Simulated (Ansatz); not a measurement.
Input for Ansatz (development build ahead of 0.2.0):

```yaml
crystal:
  periodic: [false, false, false]
  atoms:
    - { symbol: O, position_ang: [-0.01983, -0.01563, -0.7037] }
    - { symbol: O, position_ang: [0.04888, -0.01031, 0.65849] }
basis:
  gaussian: { orbitals: def2-SVP }
total_charge: -1
magnetization:
  initial_magnetization: 1
hamiltonian:
  xc: hf
correlation:
  method: mp2
  frozen_orbitals: { O: 1 }
```

The input is written out in the form of the current development build from the run's settings. Correlation on restricted open-shell orbitals is semicanonical, with singles.

Output:

```json
{
  "Converged": "yes",
  "Reference energy": "-149.42548 hartree",
  "Correlation energy": "-0.36820 hartree",
  "Total energy": "-149.79368 hartree",
  "Spin squared of the determinant": "0.750",
  "Stability test": "minimum among restricted orbitals"
}
```

Messages of the program:
```
mean field -4066.07433806 eV, -149.4254758397 hartree, gradient 2.0e-6 eV, S^2 0.750000; 6 other ends of a descent, 0 dependent functions left out
```

Caution: no diffuse functions for an anion.
